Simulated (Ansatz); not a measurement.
# BHNO: the cost of one run

All numbers below are computed with Ansatz 0.2.0 (UKS PBE-D4/def2-SVP).

## 1. The system as given

Bond lengths: N1–B2 1.274 Å, B2–O3 1.303 Å, O3–H4 0.953 Å. Angles: N1–B2–O3 179.2°, B2–O3–H4 122.5°.

Structure file:

```xyz
4

N    -1.6640    0.5315    0.0698
B    -0.4339    0.2364   -0.0839
O     0.8252   -0.0527   -0.2527
H     1.2727   -0.7152    0.2669
```

## 2. End point A

input.yaml

```yaml
crystal:
  periodic: [false, false, false]
  atoms:
    - { symbol: "N", position_ang: [-1.664, 0.5315, 0.06979] }
    - { symbol: B, position_ang: [-0.4339, 0.23642, -0.08392] }
    - { symbol: O, position_ang: [0.82519, -0.05274, -0.25274] }
    - { symbol: H, position_ang: [1.27271, -0.71519, 0.26687] }
magnetization:
  spin_polarized: true
  initial_magnetization: 1
basis:
  gaussian: { orbitals: def2-SVP }
hamiltonian:
  xc: pbe
  dispersion: d4
relax:
  f_tol: 0.02
  max_steps: 50
```

On the command line:

```
$ ansatz run input.yaml --threads 1 --pin off --max-ram 2048MiB --backend cpu --events-out ev --progress --plain --runs-dir out
```

**Question.** How long does this run take on 1 thread of Arm Neoverse V2, shared host, and how much memory does it need?

About 9.1 s, with a peak of 0.12 GiB.
